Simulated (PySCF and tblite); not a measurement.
Results of a calculation; reference values are marked as such.
C5H6O, numbered as in [CH2:1]=[CH:2][C:3](=[O:4])[CH:5]=[CH2:6].

Free energies: PBE0-D3(BJ)/def2-TZVP (IEF-PCM, chloroform) on GFN2-xTB structures plus GFN2-xTB thermal terms, symmetry and mirror images included. Conformers within 3 kcal/mol (GFN2-xTB free energy) were kept, 8 at most. Couplings: B3LYP/6-31G* with pcJ-1 on H (gas phase; spin-dipole term only for pairs with B, N, F, Si or P). Couplings are for ¹H. H–H couplings come out 0.1 to 0.9 Hz lower than with pcJ-1 on all atoms. Of two unlike H on one atom, a is the less shielded (PBE0/pcSseg-1 (IEF-PCM, chloroform)). (PySCF 2.14, tblite 0.8.)

Torsions listed: C1–C2–C3–O4, O4–C3–C5–C6. Of a mirror pair one member is shown.

```tsv
conformer	shape	weight %
1	152°, -10°	51.1
2	0°, 0°	40.9
3	147°, 147°	7.9
```

(1) Give the couplings in each conformer and the averages at 298.15 K (pairs that fast motion interchanges averaged).

Results:

(1) 
```json
{"coupling": "²J(H1a,H1b)", "pairs": "2", "1": "-0.2", "2": "0.4", "3": "0.1", "average (Hz)": "0.0"}
{"coupling": "³J(H1a,H2)", "pairs": "2", "1": "17.5", "2": "16.6", "3": "17.8", "average (Hz)": "17.2"}
{"coupling": "³J(H1b,H2)", "pairs": "2", "1": "12.1", "2": "11.0", "3": "12.6", "average (Hz)": "11.7"}
```
